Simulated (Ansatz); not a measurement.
Rock-salt MgS, treated with LDA in Ansatz (PAW).

Numerical settings: plane-wave cutoff 500 eV, 14×14×14 k mesh, gaussian smearing 0.02 eV, scalar-relativistic PAW data made under PBE.

Computed at the level's own relaxed cell.

**Question.** Predict the equilibrium volume per atom, lattice parameter a and band gap.

**Answer.** 
- equilibrium volume per atom: 16.86 Å³/atom
- lattice parameter a: 5.129 Å
- band gap: 2.65 eV (on the SCF k mesh)

Measured, for comparison: equilibrium volume per atom 17.45 Å³/atom, lattice constant a 5.188 Å (corrected for zero-point motion; as tabulated in Goldzak et al. (2022), arXiv:2208.04865). Computed (rounded) less measured: equilibrium volume per atom -3.4 %, lattice constant a -1.1 %.

Static lattice: no zero-point or thermal effects.

Ansatz is a program for electronic structure.
